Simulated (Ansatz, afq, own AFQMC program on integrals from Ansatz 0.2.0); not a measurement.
# GeHO, doublet in cc-pVDZ, levels against CCSDT(Q)

| atom | x (Å) | y (Å) | z (Å) |
| --- | --- | --- | --- |
| Ge | 0.0000 | 0.0156 | 0.3758 |
| O | 0.0000 | -0.1167 | -1.5777 |
| H | 0.0000 | 0.7275 | -2.0385 |

Connectivity, by distances: Ge–OH.

Basis cc-pVDZ. Noble-gas cores (and the filled d shells of Ga–Kr and In–Xe) are frozen. Integrals, coupled cluster, full CI and functionals: Ansatz 0.2.0; the random walks run on the same integrals in our own AFQMC program. ph-AFQMC/CISD is guided by a CISD state made of CCSD amplitudes; releasing the constraint for a short imaginary time cuts its bias at the price of noise, slowly where states lie close. Free projection: walkers drawn from exp(T), propagated without any constraint. Its projection time is finite, and what remains of the start isn't in its error. Error bars are statistical, one sigma. No spin–orbit coupling.

Determinant: ROHF, the one that the program's search chose, which needn't be the lowest solution. The geometry is a point of a scan.

No full CI on the walks' own integrals is used here; CCSDT(Q) serves as the reference and is uncertain by about the last step of the cluster series.

Cautions: no relativity below Rb; no spin-orbit coupling; inner d shell frozen.

* T1 diagnostic: 0.0298
* weight of the determinant in the CISD state: 0.880
* size of the correlated space: 11 electrons in 31 orbitals

```csv
level,correlation energy (eV)
MP2,-7.0154
CCSD,-7.4533
CCSD(T),-7.6721
```

Question: Estimate where AFQMC with the constraint released lies against CCSD(T) on the same integrals.

Answer: 7.7 ± 37.1 meV below CCSD(T). The gap is under twice the noise, so this walk alone can't tell the two apart.

Reference: CCSDT(Q), correlation energy -7.717 eV. The released energy is read at 2.40 1/Eh (meV from the phaseless value at times in 1/Eh: 7 ± 17 at 0.24, -7 ± 14 at 0.51, -34 ± 19 at 0.99, -19 ± 24 at 1.62, 16 ± 37 at 2.40).

| level | E − E(reference) (meV) | share of correlation (%) |
| --- | --- | --- |
| CCSD(T) | 44.6 | 99.42 |
| CCSDT | 23.7 | 99.69 |
| ph-AFQMC/CISD | 20.9 ± 20.4 | 99.73 |
| released AFQMC | 36.9 ± 37.1 | 99.52 |
| free AFQMC | 11.7 ± 17.3 | 99.85 |

Free projections are given only where their last times agree within the noise and don't stop above the reference; a slow remainder of the start can still hide under it. A walk keeps the symmetry of its determinant, which the program's search chose and which needn't be the lowest solution, so a lower state of the same spin and another symmetry isn't excluded. Released energies are given only where the last usable release times agree within the noise; a slower fall can still hide under it.
